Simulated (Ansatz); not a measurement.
Two isomers of C6H10: A = `CC1C=CCC1`, B = `CC1=CCCC1`.

Gas-phase electronic energies from Ansatz, PBE0-D4/def2-TZVP geometries. CCSD(T)/CBS is the MP2 limit (def2-TZVPP, def2-QZVPP) plus CCSD(T) − MP2 in def2-TZVPP, frozen cores. Functionals use def2-TZVPP. B3LYP here is the variant with VWN-RPA as its local correlation; programs differ in this.

Question: Which is lower in electronic energy at CCSD(T)/CBS, and by how much? (An estimate is asked.)

Answer: Ansatz gave: B, by 2.3 kcal/mol.

Question: Give E(B) − E(A) in kcal/mol with HF/def2-TZVPP, B3LYP, B2PLYP, CCSD(T)/def2-TZVPP, ωB97M-V, r2SCAN-D4, MP2/def2-TZVPP. (An estimate is asked.)

Answer: Computed: HF/def2-TZVPP -3.3, B3LYP -3.7, B2PLYP -3.2, CCSD(T)/def2-TZVPP -2.3, ωB97M-V -2.8, r2SCAN-D4 -3.4, MP2/def2-TZVPP -2.4. None reverses the order clearly.

Question: Does the order hold for the free energy at 298.15 K (harmonic terms from PBE0-D4)? (Estimate.)

Answer: Ansatz gave: Yes: G(B) − G(A) = -2.6 kcal/mol.

Largest T1 diagnostic: 0.010.

Leaving LDA and LC-ωPBE aside and taking each functional with its dispersion term where it has one, the values, not all of them listed here, spread over 0.8 kcal/mol, from PBE-D4 to ωB97M-V. In def2-TZVPP, CCSD(T) changes the Hartree–Fock value by +0.9 kcal/mol (the triples alone add +0.1 kcal/mol) and MP2 by +0.9 kcal/mol.
